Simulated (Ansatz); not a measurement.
Molecule (SMILES): F[C](F)F, doublet.
Atoms: C1, F2, F3, F4. Bonds: C1-F2, C1-F3, C1-F4.

Basis-set convergence of the optimised C1-F2 bond length at PBE0 with Ansatz (an electronic-structure program). All functions are spherical. The program fits the integrals of some runs and decomposes those of others, by size. Open shells are unrestricted. No added dispersion term, no relativity. Reference: the value in def2-QZVPP, 1.3120 Å. Deviations are taken from unrounded values.

```tsv
basis	functions	optimised C1-F2 bond length (Å)
cc-pVDZ	56	1.3189
aug-cc-pVDZ	92	1.3219
def2-SVP	56	1.3105
def2-SVPD	89	1.3127
pcseg-1	56	1.3175
aug-pcseg-1	92	1.3172
6-311G**	72	1.3151
6-311+G**	88	1.3149
cc-pVTZ	120	1.3131
aug-cc-pVTZ	184	1.3130
pcseg-2	120	1.3126
aug-pcseg-2	184	1.3124
def2-TZVPP	124	1.3127
def2-TZVPPD	157	1.3126
```

What the diffuse functions change, pair by pair:
- cc-pVDZ to aug-cc-pVDZ: 36 more functions, deviation 0.0069 to 0.0098 Å
- def2-SVP to def2-SVPD: 33 more functions, deviation -0.0015 to 0.0007 Å
- pcseg-1 to aug-pcseg-1: 36 more functions, deviation 0.0055 to 0.0052 Å
- 6-311G** to 6-311+G**: 16 more functions, deviation 0.0031 to 0.0028 Å
- cc-pVTZ to aug-cc-pVTZ: 64 more functions, deviation 0.0011 to 0.0010 Å
- pcseg-2 to aug-pcseg-2: 64 more functions, deviation 0.0006 to 0.0004 Å
- def2-TZVPP to def2-TZVPPD: 33 more functions, deviation 0.0007 to 0.0006 Å

They bring the value nearer the reference by more than 0.0001 Å in 6 of 7 pairs.
